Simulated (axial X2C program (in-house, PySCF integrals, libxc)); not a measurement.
## Bond lengths and stretching modes, held linear, of AlOAl

Calculated with an in-house all-electron X2C program for linear molecules (integrals from PySCF): two-component X2C with atomic mean-field Coulomb and Gaunt terms, Gaussian nuclei, basis Al dyall-v3z, O dyall-av3z with contracted cores. Spin-free rows use the one-electron spin-free X2C Hamiltonian.

Masses Al 26.982, O 15.995, Al 26.982 u. States: 2c Ω = 0 (all partner blocks equally filled); spin-free M_S = 0, Λ = 0 (closed shell).

HF, 2c: energies above the lowest point

```
r(Al–O) (Å)  r(O–Al) (Å)  E (meV)
     1.6702       1.6702     0.00
     1.6702       1.7130     1.18
     1.6702       1.7558    46.92
     1.7130       1.6702     1.18
     1.7130       1.7130     5.69
     1.7130       1.7558    54.68
     1.7130       1.7987   138.67
     1.7558       1.6702    46.92
     1.7558       1.7130    54.68
     1.7558       1.7558   106.83
     1.7987       1.7130   138.67
     1.7987       1.7987   284.06
```

Task: Fit a quadratic surface with cubic terms in each bond: where is the minimum, and what are the two stretching wavenumbers?

Result: At HF, 2c: bonds 1.689 and 1.689 Å; harmonic stretches 540.1 and 1060.0 cm⁻¹; force constants 4.36, 4.36 and coupling 0.28 mdyn/Å.

The other levels and Hamiltonians give:

```tsv
Hamiltonian	level	r(Al–O) (Å)	r(O–Al) (Å)	lower stretch (cm⁻¹)	upper stretch (cm⁻¹)
2c	PBE0	1.711	1.711	507.7	1000.2
2c	BHandHLYP	1.698	1.698	523.1	1028.8
2c	MP2	1.725	1.725	496.4	987.5
spin-free	PBE0	1.711	1.711	507.5	1000.0
spin-free	HF	1.689	1.689	539.9	1059.8
spin-free	BHandHLYP	1.698	1.698	523.0	1028.6
spin-free	MP2	1.725	1.725	496.2	987.5
```

Each state is one determinant, the lowest of a limited PBE0 search; the stretches come from a fit to these few points and carry an uncertainty of a few per cent. Other orders of the atoms were not compared. MP2 freezes inner shells (threshold -2 hartree). The molecule was held linear; bending was not examined, so a bent shape may lie lower.
